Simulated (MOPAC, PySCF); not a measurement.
AlCl3, SMILES `[Cl][Al]([Cl])[Cl]`, neutral singlet in the gas phase. 

Cartesian coordinates (Å):
```xyz
4

Cl     2.0450    -0.2964    -0.0012
Al    -0.0091     0.0008     0.0010
Cl    -0.7780     1.9285     0.0006
Cl    -1.2948    -1.6285    -0.0002
```
Charge 0, multiplicity 1.

All levels are single points at this geometry (TPSSh-D3(BJ)/def2-TZVP); Pople sets use spherical d functions. Orbital energies aren't observables, and empty levels follow the basis.

```csv
level,HOMO (eV),LUMO (eV),gap (eV),dipole (D),"vertical IE, Delta-SCF (eV)"
PBE-D3(BJ)/def2-TZVP in PySCF,-7.96,-2.17,5.79,0.01,–
TPSSh-D3(BJ)/def2-TZVP in PySCF,-8.63,-1.62,7.02,0.01,–
B3LYP/6-311+G** in PySCF,-9.18,-1.95,7.22,0.01,–
B3LYP/LANL2DZ in PySCF,-9.45,-2.27,7.18,0.01,–
M06-2X/6-31G* in PySCF,-10.72,-0.82,9.90,0.01,–
HF/STO-3G in PySCF,-11.13,5.63,16.77,0.01,–
AM1 in MOPAC,-12.40,-1.62,10.78,0.01,–
PM3 in MOPAC,-11.32,-3.18,8.14,0.01,–
PM7 in MOPAC,-11.12,-1.26,9.86,0.01,–
```
